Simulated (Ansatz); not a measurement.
## PbO$_{2}$ (P4_2/mnm)

All numbers below come from DFT PBEsol, scalar-relativistic, plane waves, PAW (Ansatz 0.2.0).

Cutoff 420 eV; k points 8×8×10 on the computed 6-atom cell (Γ-centred); Gaussian smearing, width 0.10 eV; no spin polarisation.

The structure is relaxed at this level of theory with its symmetry kept. Whether it is the stable form of this composition wasn't checked.

Space group P4_2/mnm (No. 136). a = 4.997 Å, b = 4.997 Å, c = 3.411 Å, α = 90.00°, β = 90.00°, γ = 90.00°
```
atom site symmetry x y z
  Pb    2a m.mm  0.0000  0.0000  0.0000
   O    4f m.2m  0.3076  0.3076  0.0000
```

* Space group: P4_2/mnm (No. 136)
* Volume per atom: 14.20 Å³
* Formation energy from the elements' standard states (uncorrected): -0.876 eV/atom
* Kohn–Sham band gap: none (metal)
* Density of states at the Fermi level: 0.07 states/eV per cell (so small that it hangs on the mesh: a semimetal, or crossings between mesh points)
* Löwdin character within 0.5 eV of the Fermi level: O 2p 96 %
* Bulk modulus: 123 GPa
* Its pressure derivative: 5.7
* Bader charges (e): Pb (2 in the cell) 2.05, O (4 in the cell) -1.02

Spin-orbit coupling is left out, which matters for the bands of heavy elements.